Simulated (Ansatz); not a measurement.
# HCSi, doublet: reading a ladder of total energies

Geometry: a point of a stretch scan, not a stationary point.

```xyz
3

Si    0.0000    0.0000   -1.6876
C     0.0000    0.0000   -0.0052
H     0.0000    0.0000    1.6928
```

Basis 6-31G; Ansatz 0.2.0. Only valence electrons are correlated (noble-gas cores frozen), which leaves 9 electrons in 18 orbitals. R marks a restricted (for open shells ROHF) determinant.

Full CI is exact within this basis and frozen core; it isn't the basis-set limit.

Runs differ by some tens of microhartree through their thresholds and, for an open shell, their frozen cores, so steps under 0.03 kcal/mol mean nothing.

```
    level  total energy (hartree)
      RHF             -327.078542
     RMP2             -327.219893
    RCCSD             -327.247959
 RCCSD(T)             -327.255325
   RCCSDT             -327.256279
RCCSDT(Q)             -327.257181
  RCCSDTQ             -327.257079
  full CI             -327.257210
```

Q: What is the correlation energy at full CI, and what share of it do RMP2 and RCCSDT recover?

A: E(corr) = -327.257210 − (-327.078542) = -0.178668 hartree = -4.862 eV. RMP2: -0.141351 / -0.178668 = 79.11 %. RCCSDT: -0.177737 / -0.178668 = 99.48 %.

Q: By how many kcal/mol does RCCSD(T) miss full CI (1 hartree = 627.509 kcal/mol), and which steps make up the rest?

A: -327.255325 − (-327.257210) = 0.001885 hartree = 1.18 kcal/mol. Steps: RCCSDT − RCCSD(T) = -0.60, RCCSDT(Q) − RCCSDT = -0.57, RCCSDTQ − RCCSDT(Q) = 0.06, full CI − RCCSDTQ = -0.08 kcal/mol. With more than one leading determinant such errors change with state and geometry, and needn't cancel in differences.
